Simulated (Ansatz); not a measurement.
Band gap (eV) of solids drawn from the class of layered crystals, at two levels: HSE06 (plane waves, PAW; Ansatz, an electronic-structure program), and PBE0 in Ansatz (plane waves, PAW).

HSE06 values are at the measured cell, PBE0 values at the measured cell.

| solid | HSE06 | PBE0 | shift (eV) |
|---|---|---|---|
| 1T (CdI2-type) CdI2 | 3.31 | 3.99 | +0.68 |
| black phosphorus | 0.13 | 0.73 | +0.60 |
| tetradymite Bi2Te3 | 0.64 | 1.13 | +0.49 |
| graphite | 0.00 | 0.00 | 0.00 |
| 1T (CdI2-type) PbI2 | 2.92 | 3.56 | +0.64 |
| 1T (CdI2-type) MgI2 | 4.45 | 5.15 | +0.70 |
| 1T (CdI2-type) PtTe2 | 0.00 | 0.00 | 0.00 |
| 1T (CdI2-type) HfS2 | 1.85 | 2.53 | +0.68 |
| 1T (CdI2-type) SnSe2 | 1.17 | 1.81 | +0.64 |
| hexagonal BN | 5.54 | 6.29 | +0.75 |

The shifts run from 0.00 eV to +0.75 eV, with a median of +0.64 eV.

Over all 10 rows PBE0 is the larger in 8.

Ansatz's runs of these crystals have no spin polarisation.

Spin–orbit coupling is included only where a level's name says +SOC; with heavier elements it mostly lowers gaps and can invert bands. A gap of zero means that the bands touch or overlap. Density-functional gaps are differences of (generalised) Kohn–Sham levels. Ansatz's density-functional and Hartree–Fock values are scalar-relativistic unless marked +SOC, with PAW data made under PBE.
